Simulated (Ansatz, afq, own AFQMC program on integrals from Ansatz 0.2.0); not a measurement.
AFQMC on a folder of integrals that Ansatz 0.2.0 wrote.

```yaml
crystal:
  periodic: [false, false, false]
  atoms:
    - {symbol: Si, position_ang: [0.000000, -0.079930, 1.307285]}
    - {symbol: Al, position_ang: [0.000000, 0.027174, -1.255476]}
    - {symbol: H, position_ang: [0.000000, 1.445868, 1.383685]}
    - {symbol: H, position_ang: [0.000000, 1.380000, -2.101752]}
    - {symbol: H, position_ang: [0.000000, -1.326110, -2.100646]}
basis:
  gaussian: {orbitals: cc-pVDZ}
magnetization: {spin_polarized: true, initial_magnetization: 2}
correlation: {method: ccsd_t, electrons: outside_noble_gas, hamiltonian_folder: ham}
```

```sh
$ ansatz run in.yaml --threads 1 --pin off --events-out ev --progress --plain --max-ram 1843MiB
```

afq runs on the folder ham with

```
--method free --trial cisd --walkers 60 --time-step 0.03 --max-blocks 80 --target-error 0.00038 --factor-cut 1e-05 --seed 7364 --times 0,0.21,0.42,0.81,1.2,1.8,2.4,3 --taylor-order 8
```

Times are imaginary, in 1/Eh. The walk had a cap of 1573 s.

Output of the walk:

```
orbitals 41  electrons 6 4  factors 311 of 495
reference energy -532.50821500 Eh
CCSD correlation -0.17312421 Eh in 14 cycles, weight of the determinant in the CISD state 0.8699
repeat  energy at the last time / Eh  error
    10  -532.688721  0.000610
    20  -532.687739  0.000420
    30  -532.687546  0.000375
time / (1/Eh)  energy / Eh  error  mean overlap
  0.00  -532.681563  0.000157  1.1509
  0.21  -532.683329  0.000181  1.1519
  0.42  -532.684648  0.000189  1.1433
  0.81  -532.685441  0.000186  1.1547
  1.20  -532.686197  0.000258  1.1531
  1.80  -532.687223  0.000381  1.1503
  2.40  -532.687705  0.000342  1.1411
  3.00  -532.687576  0.000366  1.1374
energy -532.687576 +/- 0.000366 Eh
```

The run passed its tests (error under three times the target), which doesn't prove that it has relaxed.

Against this walk (error 10.0 meV) on the same determinant: CCSD(T) 43.7 meV higher, CCSDT(Q) 1.7 meV lower (within the noise). The error is statistical, and a free projection of finite length keeps a remainder of its start.

Cautions: remainder of the start not in the error; another spin lies lower (by 291 meV).

The walk took 120 s on 1 thread of Arm Neoverse V2, on a shared host. The log's last line is the free-projection energy.

CCSDT and higher add their correlation energy to the determinant of the CCSD(T) run, since their own runs factorise the integrals more tightly (a shift of under 2 meV). A walk keeps the symmetry of its determinant, which the program's search chose and which needn't be the lowest solution, so a lower state of the same spin and another symmetry isn't excluded.
